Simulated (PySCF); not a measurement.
Relaxation of doublet CF₃

Method: UPBE0/[C def2-TZVP, F def2-TZVP], no relativity, density fitting, PySCF. A (50,194) grid was used.

A hand-made T-shaped start, of C2v symmetry, held to at least that symmetry:

Coordinates in bohr (charge 0 multiplicity 2):
```
C     0.0000    0.0000   -0.7738
F     0.0000    0.0000    1.8530
F     2.6252    0.0000   -0.6821
F    -2.6252    0.0000   -0.6821
```

(1) What forces act on the atoms at the start (eV/Å)?

(2) What does it relax to?

(3) How much energy is released, and in how many steps?

## Answers

(1) 
| atom | Fx | Fy | Fz |
| --- | --- | --- | --- |
| C1 | 0.00 | 0.00 | 5.82 |
| F2 | 0.00 | 0.00 | 0.10 |
| F3 | 1.51 | 0.00 | -2.96 |
| F4 | -1.51 | 0.00 | -2.96 |

(2) It ends at C2v with C–F 1.266 Å, C–F 1.465 Å (×2); F–C–F 102.1° (×2), F–C–F 155.8°. No frequency check is given, so it may be a saddle point.

(3) 99.2 kJ/mol in 5 steps.

The relaxation took 7.9 s on 4 threads of a shared Arm Neoverse V2 host, with 124 basis functions and 6 gradients; the process peaked at 0.71 GiB.
